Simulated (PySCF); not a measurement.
# UB3LYP/aug-cc-pVTZ run of OF (Oxygen monofluoride)

Aim: the vertical electron affinity of OF (Oxygen monofluoride) at UB3LYP/aug-cc-pVTZ, from 2 runs. The job is set up through a Python script.

Program for the calculation: PySCF 2.14.0.

1 further run of the same task is left out (set aside as unsound or not needed).

**1. The system as given**

OF has 2 atoms, charge 0, and is taken as a doublet. SMILES: `[O]F`. The shape is that of a PBE0-D4/def2-TZVP optimisation.

Bond lengths: O1–F2 1.330 Å.

**2. A single-point energy at UB3LYP/aug-cc-pVTZ**

The input, run.py:

```python
# Oxygen monofluoride
from pyscf import gto, dft

system = gto.M(
    atom='''
O      0.000000     0.000000    -0.030141
F      0.000000     0.000000     2.483856
''',
    spin=1,
    verbose=4,
    unit='bohr',
    charge=0,
    max_memory=1860,
    basis='aug-cc-pvtz',
)

mf = dft.UKS(system, xc='b3lyp')
mf.grids.level = 5
mf.conv_tol = 1e-10
mf.kernel()
if not mf.converged:
    mf = mf.newton().run(mf.mo_coeff, mf.mo_occ)

etot = mf.e_tot
print('Final energy', etot)
```

On the command line:

```console
$ OMP_NUM_THREADS=1 python run.py
```

Standard output:

```text
PySCF version 2.14.0

[INPUT] num. atoms = 2
[INPUT] num. electrons = 17
[INPUT] charge = 0
[INPUT] spin (= nelec alpha-beta = 2S) = 1
[INPUT] symmetry False subgroup None
[INPUT] Mole.unit = bohr
[INPUT] Symbol           X                Y                Z      unit          X                Y                Z       unit  Magmom
[INPUT]  1 O      0.000000000000   0.000000000000  -0.015949930314 AA    0.000000000000   0.000000000000  -0.030141000000 Bohr   0.0
[INPUT]  2 F      0.000000000000   0.000000000000   1.314399990407 AA    0.000000000000   0.000000000000   2.483856000000 Bohr   0.0

nuclear repulsion = 28.6396523146209
number of shells = 26
number of NR pGTOs = 116
number of NR cGTOs = 92
basis = aug-cc-pvtz
ecp = {}

******** <class 'pyscf.dft.uks.UKS'> ********
method = UKS
initial guess = minao
damping factor = 0
level_shift factor = 0
DIIS = <class 'pyscf.scf.diis.CDIIS'>
diis_start_cycle = 1
diis_space = 8
diis_damp = 0
SCF conv_tol = 1e-10
SCF conv_tol_grad = None
SCF max_cycles = 50
direct_scf = True
direct_scf_tol = 1e-13
number electrons alpha = 9  beta = 8
XC library pyscf.dft.libxc version 7.0.0
    S. Lehtola, C. Steigemann, M. J.T. Oliveira, and M. A.L. Marques.,  SoftwareX 7, 1–5 (2018)
XC functionals = b3lyp
    P. J. Stephens, F. J. Devlin, C. F. Chabalowski, and M. J. Frisch.,  J. Phys. Chem. 98, 11623 (1994)
radial grids:
    Treutler-Ahlrichs [JCP 102, 346 (1995); DOI:10.1063/1.469408] (M4) radial grids

becke partition: Becke, JCP 88, 2547 (1988); DOI:10.1063/1.454033
pruning grids: <function nwchem_prune>
grids dens level: 5
symmetrized grids: False
atomic radii adjust function: <function treutler_atomic_radii_adjust>
small_rho_cutoff = 0
Set gradient conv threshold to 1e-05
tot grids = 86856
init E= -175.044632170847
[... the frontier-level lines of each cycle are left out ...]



cycle= 1 E= -174.93473305694  delta_E= 0.11  |g|= 0.197  |ddm|= 0.795
cycle= 2 E= -174.941977103747  delta_E= -0.00724  |g|= 0.141  |ddm|= 0.15
cycle= 3 E= -174.943677456038  delta_E= -0.0017  |g|= 0.122  |ddm|= 0.0918
cycle= 4 E= -174.948042439482  delta_E= -0.00436  |g|= 0.0273  |ddm|= 0.0498
cycle= 5 E= -174.948303810369  delta_E= -0.000261  |g|= 0.00601  |ddm|= 0.0133
cycle= 6 E= -174.948322438134  delta_E= -1.86e-05  |g|= 0.00207  |ddm|= 0.00435
cycle= 7 E= -174.948326560593  delta_E= -4.12e-06  |g|= 0.00059  |ddm|= 0.00246
cycle= 8 E= -174.948326881499  delta_E= -3.21e-07  |g|= 0.000119  |ddm|= 0.000773
cycle= 9 E= -174.94832689784  delta_E= -1.63e-08  |g|= 2.64e-05  |ddm|= 0.000179
cycle= 10 E= -174.948326898669  delta_E= -8.29e-10  |g|= 7.63e-06  |ddm|= 4.65e-05
cycle= 11 E= -174.948326898694  delta_E= -2.54e-11  |g|= 9.05e-07  |ddm|= 5.14e-06
Extra cycle  E= -174.948326898694  delta_E= 2.84e-13  |g|= 1.25e-06  |ddm|= 9.2e-07
converged SCF energy = -174.948326898694  <S^2> = 0.75335233  2S+1 = 2.0033495
Final energy -174.94832689869415
```

It took 9.6 s on 1 thread of Arm Neoverse V2, shared host; peak memory 0.43 GiB.

**3. The singlet anion, same level**

The input, run.py:

```python
from pyscf import gto, dft

mol = gto.M(
    atom='''
O      0.000000     0.000000    -0.015950
F      0.000000     0.000000     1.314400
''',
    max_memory=1860,
    charge=-1,
    basis='aug-cc-pvtz',
    verbose=3,
)

mf = dft.RKS(mol, xc='b3lyp')
mf.grids.level = 5
mf.conv_tol = 1e-10
mf.kernel()
if not mf.converged:
    mf = mf.newton().run(mf.mo_coeff, mf.mo_occ)

e_tot = mf.e_tot
print('Final energy', e_tot)
```

On the command line:

```console
$ OMP_NUM_THREADS=1 python run.py
```

Standard output:

```text
converged SCF energy = -175.014616986666
Final energy -175.0146169866661
```

It took 5.4 s on 1 thread of Arm Neoverse V2, shared host; peak memory 0.42 GiB.

**4. Outcome**

Level: UB3LYP/aug-cc-pVTZ.

```
                                                            quantity          value
                                            doublet OF: total energy  -174.94833 Eh
                                           doublet OF: dipole moment         0.09 D
                      doublet OF: HOMO energy (highest over α and β)       -8.91 eV
                       doublet OF: LUMO energy (lowest over α and β)       -5.26 eV
                                                    doublet OF: ⟨S²⟩          0.753
                                         singlet anion: total energy  -175.01462 Eh
                                          singlet anion: HOMO energy        1.35 eV
                                          singlet anion: LUMO energy        5.93 eV
singlet anion: HOMO–LUMO gap (to an unbound level, set by the basis)        4.57 eV
                   vertical electron affinity (to the singlet anion)       1.804 eV
```

At fixed nuclei the extra electron is bound by 1.80 eV (174 kJ/mol). The HOMO (singlet anion) lies at positive energy, 1.35 eV; only total energies tell whether the electron is bound.
